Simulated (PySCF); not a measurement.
Geometries of 2 isomers of C3H8O, from PBE0-D3(BJ)/def2-SVP geometry optimisation, gas phase in PySCF. One conformer each, no zero-point energy, no frequencies.

**Question.** Which isomer lies lower at this level?
A.
```xyz
12
angstrom
C     -0.047   -1.645    0.690
C      0.414   -0.351    0.066
O     -0.696    0.472   -0.147
C     -0.374    1.698   -0.718
H      0.806   -2.318    0.867
H     -0.764   -2.156    0.031
H     -0.545   -1.452    1.652
H      1.151    0.157    0.725
H      0.938   -0.549   -0.894
H      0.103    1.585   -1.713
H      0.318    2.288   -0.082
H     -1.303    2.272   -0.842
```
B.
```xyz
12
angstrom
C     -1.517    0.038    0.182
C     -0.174    0.037   -0.529
C      1.000   -0.193    0.410
O      2.235   -0.259   -0.250
H     -1.710   -0.929    0.673
H     -1.560    0.816    0.961
H     -2.345    0.225   -0.518
H     -0.148   -0.742   -1.310
H     -0.028    1.000   -1.052
H      0.997    0.585    1.202
H      0.874   -1.159    0.927
H      2.375    0.582   -0.698
```

**Answer.** B. That is `CCCO` (C3H8O), 7.4 kcal/mol below the other.

```tsv
SMILES	atoms numbered as above	E (Eh)	relative (kcal/mol)	relative (kJ/mol)	dipole (D)
CCCO	[CH3:1][CH2:2][CH2:3][OH:4]	-193.98593	0.0	0.0	1.64
CCOC	[CH3:1][CH2:2][O:3][CH3:4]	-193.97419	7.4	30.8	1.14
```

As drawn, the lower has an O–H bond, which the higher lacks.
